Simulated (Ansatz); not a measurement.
Basis-set extrapolation for `C=C(F)/C=C\F` (PBE0-D4/def2-TZVP geometry, frozen core, the Gaussian-basis code of Ansatz). Multiplicity 1, RHF reference.

|  | def2-TZVPP | def2-QZVPP |
| --- | --- | --- |
| HF | -352.770132 | -352.785465 |
| MP2 correlation | -1.124610 | -1.213580 |
| CCSD(T) correlation | -1.198116 | not run |

Energies in hartree. Use E(X) = E(∞) + A·exp(−7.88·√X) for Hartree–Fock and E(X) = E(∞) + B·X^(−2.97) for correlation, with X = 3 and 4, and add CCSD(T) minus MP2 of the smaller set to the MP2 limit.

What is the CCSD(T) energy at the basis-set limit?

HF limit: -352.785465 + (-0.015333) × 0.13774 = -352.78758. MP2 limit: -1.213580 + (-0.088970) × 0.74074 = -1.27948. Higher-order term: -1.198116 − (-1.124610) = -0.07351. Total: -354.14057 hartree, 108.1 kcal/mol below CCSD(T)/def2-TZVPP.
